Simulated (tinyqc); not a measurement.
Pariser-Parr-Pople SCF with singles CI, for the molecule NC=CCl (SMILES; centres numbered as the heavy atoms are written), step by step. One step of it, computed by the program tinyqc.

Task: Iteration 2: orbitals and new P. Diagonalise F (the basis is taken as orthonormal) and form P = 2 sum c c over the lowest orbitals.

F (eV), lower triangle:
```
            1N         2C         3C         4Cl
1N   -9.468688
2C   -3.788634  -5.620680
3C    0.859179  -4.980136  -5.323377
4Cl  -0.164080   0.445772  -2.359167  -12.673597
```

pi electrons, sum of z_r less the charge = 6

Give: orbital energies; P after iteration 2.

Result:

orbital energies (eV): -13.670  -12.171  -8.114  0.868

P after iteration 2, lower triangle:
```
         1N      2C     3C    4Cl
1N    1.812
2C    0.420   1.062
3C   -0.397   0.885  1.165
4Cl   0.085  -0.190  0.179  1.961
```
